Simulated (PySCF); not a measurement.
# H3O2: the cost of one run

The runs use PySCF 2.14.0, with density-fitted response routines of our own; the level of theory stands in each step. All values are computed, except where a source is named. Atoms are numbered from 0 throughout.

## Step 1: The molecule as given

5 atoms, charge 0, multiplicity 2; geometry from: GFN2-xTB.

Bonds of the start (Å): O0–H2 0.96, O0–H3 1.12, O1–H4 0.96.

## Step 2: Geometry optimisation at PBE0-D3(BJ)/def2-TZVP

What the job is given:

```
{"job": {"xc": "PBE0", "basis": "def2-TZVP", "d3": "d3bj", "grid": 2, "kind": "geom"}, "charge": 0, "multiplicity": 2}
O      0.887650    -0.649840     0.178560
O     -0.888690     0.655440    -0.150790
H      1.616510    -0.155870    -0.207460
H     -0.005130     0.026710     0.133350
H     -1.595110     0.040130    -0.366680
```

Q: Estimate the wall time of this first job on 2 threads of Intel Xeon at 2.50GHz (Skylake/Cascade Lake), shared host.

About 56 s.
